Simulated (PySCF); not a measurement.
Computed IR spectrum (relative IR intensity) of a molecule C₂H₄O₂. Coordinates come from a ωB97X-D3(BJ)/def2-SVP optimisation. The values are those of a single conformer. Method: ωB97X-D3(BJ)/def2-SVP (PySCF). No scaling factor is applied to the harmonic values.

ν (cm⁻¹): 309 (w), 346 (w), 796 (vw), 993 (w), 1201 (w), 1291 (vs), 1470 (w), 1485 (vw), 1887 (vs), 3079 (w), 3087 (w), 3178 (w), 3215 (vw) (against the strongest line: vs over 80 %, s over 45 %, m over 15 %, w over 4 %, vw less)

Task: Pick the molecule that these values belong to.
A. C1OCO1
B. CC(=O)O
C. COC=O

Result: C, COC=O
